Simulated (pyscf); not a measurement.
Thermochemistry of product channels of F–Ga [singlet] + H• on the doublet surface, in kJ/mol, from CCSD(T)/def2-TZVPP + ΔMP2(QZVPP) energies (ideal gas, 1 atm, RRHO with modes under 100 cm⁻¹ raised to 100, one conformer, R ln 2 for rigid chiral ones). Optimised with ωB97X-D3(BJ)/def2-SVP in PySCF. MP2 and CC: frozen core, UHF for open shells. ΔMP2 is the change of the MP2 total energy from the triple- to the quadruple-zeta basis.

```csv
products,ΔE,ΔH(298 K),ΔG(900 K),ΔG(1200 K)
[F–GaH]•,-98.6,-89.1,-9.9,+18.1
GaH [singlet] + F•,+299.6,+305.1,+298.8,+297.6
```

The channel to [F–GaH]• turns unfavourable between 298 and 1200 K (ΔG from -64.1 kJ/mol to +18.1 kJ/mol).

These are energies of the channels, which say nothing of barriers. The CCSD(T) − MP2 part came from Ansatz, without density fitting, on the same reference. The frozen core leaves the outer d or s,p core shells of the metals and heavy elements correlated in the MP2 and CC values, and def2-TZVPP describes them poorly, which can shift differences by a few kcal/mol. Left out: orbital degeneracy and the spin-orbit lowering of F. Elements up to Kr have no core potential and no relativistic terms here.
